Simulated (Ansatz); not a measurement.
`C=C=C(O)F`, relaxed with RKS PBE0-D4/def2-TZVP in Ansatz 0.2.0 from a PBE-D4/def2-SVP geometry. The force threshold is 0.005 eV/Å; the program also tests the step.

Charge 0, multiplicity 1.

Start:

```xyz
8

C     1.047    1.088   -0.481
C     0.313    0.046   -0.139
C    -0.441   -0.985    0.211
O    -1.679   -0.965    0.759
F    -0.049   -2.254    0.057
H     1.757    1.565    0.223
H     0.997    1.537   -1.492
H    -1.946   -0.032    0.861
```

```json
{"step": "1", "energy (eV)": "-7916.2626", "largest force (eV/Å)": "0.681", "largest move (Å)": "0.000"}
{"step": "2", "energy (eV)": "-7916.3116", "largest force (eV/Å)": "0.227", "largest move (Å)": "0.030"}
{"step": "3 (rejected)", "energy (eV)": "-7916.2709", "largest force (eV/Å)": "0.702", "largest move (Å)": "0.068"}
{"step": "4", "energy (eV)": "-7916.3130", "largest force (eV/Å)": "0.165", "largest move (Å)": "0.026"}
{"step": "5", "energy (eV)": "-7916.3141", "largest force (eV/Å)": "0.091", "largest move (Å)": "0.011"}
{"step": "6", "energy (eV)": "-7916.3143", "largest force (eV/Å)": "0.071", "largest move (Å)": "0.015"}
{"step": "7 (rejected)", "energy (eV)": "-7916.3141", "largest force (eV/Å)": "0.089", "largest move (Å)": "0.011"}
{"step": "8", "energy (eV)": "-7916.3146", "largest force (eV/Å)": "0.045", "largest move (Å)": "0.005"}
{"step": "9", "energy (eV)": "-7916.3147", "largest force (eV/Å)": "0.007", "largest move (Å)": "0.007"}
{"step": "10", "energy (eV)": "-7916.3148", "largest force (eV/Å)": "0.004", "largest move (Å)": "0.002"}
```

End:

```xyz
8

C     1.037    1.075   -0.476
C     0.313    0.047   -0.139
C    -0.431   -0.965    0.206
O    -1.659   -0.951    0.750
F    -0.042   -2.222    0.054
H     1.734    1.538    0.220
H     0.984    1.512   -1.472
H    -1.936   -0.035    0.857
```

It took 27 s on 2 threads of an Arm Neoverse V2 on a shared host, with 0.34 GiB of host memory at the peak.
